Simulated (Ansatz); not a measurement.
SnBr₂ (Pnma, No. 62; cell taken from a computed entry), treated with HSE06 in Ansatz (plane waves, PAW).

Numerical settings: plane-wave cutoff 500 eV, 4×6×2 k mesh (along the axes of the cell as run), gaussian smearing 0.02 eV, scalar-relativistic PAW data made under PBE.

Cell (relaxed with PBEsol):

```
CELL_PARAMETERS angstrom
      8.08537     0.00000     0.00000
      0.00000     4.15376     0.00000
      0.00000     0.00000    10.90389
ATOMIC_POSITIONS crystal
  Sn 0.36649 0.25000 0.65724
  Sn 0.63351 0.75000 0.34276
  Sn 0.13351 0.75000 0.15724
  Sn 0.86649 0.25000 0.84276
  Br 0.67913 0.25000 0.54475
  Br 0.32087 0.75000 0.45525
  Br 0.82087 0.75000 0.04475
  Br 0.17913 0.25000 0.95525
  Br 0.97498 0.25000 0.30021
  Br 0.02502 0.75000 0.69979
  Br 0.52502 0.75000 0.80021
  Br 0.47498 0.25000 0.19979
```

Task: Estimate the band gap that the calculation returns.

Result: 
- band gap = 2.87 eV (on the SCF k mesh)

Note: cell and atoms aren't relaxed at this level (pressure 1.5 GPa).

Spin–orbit coupling is not included.

Computed values are for the static lattice.

Ansatz is an electronic-structure program.
